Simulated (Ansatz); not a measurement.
formic acid (SMILES O=CO) moved off its minimum; all values from Ansatz (a quantum-chemistry and plane-wave program), cores frozen in correlated methods.
(charge 0, multiplicity 1)
```xyz
5

O      1.0075    -0.5925    -0.0972
C     -0.3096    -0.1680     0.0433
O     -0.5962     0.9465    -0.1368
H      1.4787    -0.0051     0.0503
H     -1.1848    -1.0459    -0.0264
```

Forces at wB97M-V/def2-TZVPP (eV/Å):

```
atom       Fx       Fy      Fz
----  -------  -------  ------
O1    -14.302  -16.550  -2.860
C2     -0.403   -3.849  -2.236
O3     -0.808    2.548   0.626
H4     12.749   16.134   3.720
H5      2.763    1.718   0.749
```

Problem. Give the forces (eV/Å), the total energy and the dipole at CCSD(T)/aug-cc-pVTZ.

Solution. 
```json
[
 {"atom": "O1", "Fx": "-14.117", "Fy": "-16.820", "Fz": "-2.936"},
 {"atom": "C2", "Fx": "-0.347", "Fy": "-4.557", "Fz": "-2.048"},
 {"atom": "O3", "Fx": "-1.086", "Fy": "3.438", "Fz": "0.478"},
 {"atom": "H4", "Fx": "12.793", "Fy": "16.251", "Fz": "3.764"},
 {"atom": "H5", "Fx": "2.757", "Fy": "1.688", "Fz": "0.743"}
]
```
Energy -189.4337 hartree, dipole 1.10 D.
